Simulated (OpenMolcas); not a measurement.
Potential curves of CS: spin-free states

Computed with OpenMolcas 26.06: state-averaged CASSCF(8,7) over S 3p, C 2s 2p, XMS-CASPT2 (IPEA 0.25, imaginary shift 0.2 hartree), scalar X2C, ANO-RCC-VTZP, then RASSI spin–orbit state interaction with atomic mean-field integrals. C2 symmetry about the axis (a holds Σ, Δ, Γ; b holds Π, Φ, H; Σ⁺ and Σ⁻ are not told apart); roots by multiplicity and irrep: 1a 4, 3b 2, 3a 4, 1b 2.

XMS-CASPT2 energies in eV from the lowest point. Curves are followed by energy order within each symmetry, so they are adiabatic and may change character at avoided crossings; Σ⁺ and Σ⁻ are counted together.

```json
{"R (Å)": "1.328", "(1)1Σ": "1.935", "(1)3Σ": "8.151", "(1)1Π": "7.072", "(2)3Σ": "9.506", "(2)1Σ": "9.580", "(1)1Δ": "9.738"}
{"R (Å)": "1.405", "(1)1Σ": "0.695", "(1)3Σ": "6.304", "(1)1Π": "5.819", "(2)3Σ": "7.617", "(2)1Σ": "7.686", "(1)1Δ": "7.849"}
{"R (Å)": "1.474", "(1)1Σ": "0.158", "(1)3Σ": "5.239", "(1)1Π": "5.234", "(2)3Σ": "6.499", "(2)1Σ": "6.569", "(1)1Δ": "6.734"}
{"R (Å)": "1.544", "(1)1Σ": "0.000", "(1)3Σ": "4.581", "(1)1Π": "4.986", "(2)3Σ": "5.787", "(2)1Σ": "5.838", "(1)1Δ": "5.997"}
{"R (Å)": "1.621", "(1)1Σ": "0.122", "(1)3Σ": "4.177", "(1)1Π": "4.982", "(2)3Σ": "5.311", "(2)1Σ": "5.353", "(1)1Δ": "5.498"}
{"R (Å)": "1.698", "(1)1Σ": "0.449", "(1)3Σ": "4.015", "(1)1Π": "5.134", "(2)3Σ": "5.077", "(2)1Σ": "5.100", "(1)1Δ": "5.233"}
{"R (Å)": "1.806", "(1)1Σ": "1.099", "(1)3Σ": "4.045", "(1)1Π": "5.498", "(2)3Σ": "5.005", "(2)1Σ": "5.005", "(1)1Δ": "5.115"}
{"R (Å)": "1.945", "(1)1Σ": "2.070", "(1)3Σ": "4.333", "(1)1Π": "6.028", "(2)3Σ": "5.170", "(2)1Σ": "5.141", "(1)1Δ": "5.222"}
{"R (Å)": "2.162", "(1)1Σ": "3.556", "(1)3Σ": "5.002", "(1)1Π": "6.746", "(2)3Σ": "5.674", "(2)1Σ": "5.602", "(1)1Δ": "5.647"}
{"R (Å)": "2.470", "(1)1Σ": "5.242", "(1)3Σ": "5.967", "(1)1Π": "7.295", "(2)3Σ": "6.457", "(2)1Σ": "6.331", "(1)1Δ": "6.335"}
{"R (Å)": "2.934", "(1)1Σ": "6.694", "(1)3Σ": "6.944", "(1)1Π": "7.366", "(2)3Σ": "7.206", "(2)1Σ": "7.049", "(1)1Δ": "7.044"}
```

Problem. With masses 31.972 and 12.000 u, fit the curves (1)1Σ, (1)3Σ, (2)3Σ, (2)1Σ, (1)1Δ near their minima.

Solution. At XMS-CASPT2, Te from the lowest curve (the fit fixes ωe to a per cent or two; the method's Re and ωe can be off by some per cent):

```tsv
curve	Te (cm⁻¹)	Re (Å)	ωe (cm⁻¹)
(1)1Σ	0	1.547	1272.6
(1)3Σ	32250	1.736	827.4
(2)3Σ	40350	1.785	728.5
(2)1Σ	40370	1.798	710.4
(1)1Δ	41260	1.812	682.5
```

Left out for impure symmetry, kinks or missing points, though low: (1)3Π, (1)3Δ. Only roots inside an energy window near the equilibrium distance were included, so the list of states is not complete; labels number the states computed. Each spin and symmetry block has orbitals of its own, averaged over its own roots, so gaps between blocks are less sure than gaps within one and near the minimum can be off by tenths of an eV, in bad cases by more. No Rydberg orbitals are active, so Rydberg states, and σ→σ* states whose orbital the CASSCF left unused, can be missing between those listed. CASPT2 splits the two components of degenerate states numerically, here by up to 92 cm⁻¹. At stretched bonds a block can hold a wrong CASSCF solution and miss its lowest state; points past a visible jump are left out. Points that failed a check (symmetry, reference weights, a jump) are left out.
